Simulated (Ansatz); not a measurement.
Rock-salt MgS: LDA at its full settings (plane-wave cutoff 520 eV, 12×12×12 k mesh, Fermi–Dirac smearing 0.01 eV, scalar-relativistic PAW data made under PBE) and at cheaper ones, in a cell of 2 atoms with Γ-centred meshes.

```
level and setting            lattice constant a (Å)  bulk modulus B0 (GPa)
---------------------------  ----------------------  ---------------------
LDA (Ansatz)                                  5.129                   83.2
LDA (2×2×2 k mesh) (Ansatz)                   5.284                   72.2
LDA (4×4×4 k mesh) (Ansatz)                   5.138                   83.0
```

Largest shifts from the full settings: lattice constant a +3.02 % (LDA (2×2×2 k mesh)), against a difference of -1.14 % of the full result from the reference 5.188 Å (measured, corrected for zero-point motion; as tabulated in Goldzak et al. (2022), arXiv:2208.04865); bulk modulus -13.2 % (LDA (2×2×2 k mesh)), against a difference of +2.7 % of the full result from the reference 81 GPa (measured, corrected for zero-point motion; as tabulated in Goldzak et al. (2022), arXiv:2208.04865).

Ansatz's density-functional and Hartree–Fock values are scalar-relativistic unless marked +SOC, with PAW data made under PBE.

Run with cheap settings on purpose, which may leave them unconverged: LDA (2×2×2 k mesh), LDA (4×4×4 k mesh).

Ansatz is an electronic-structure program.
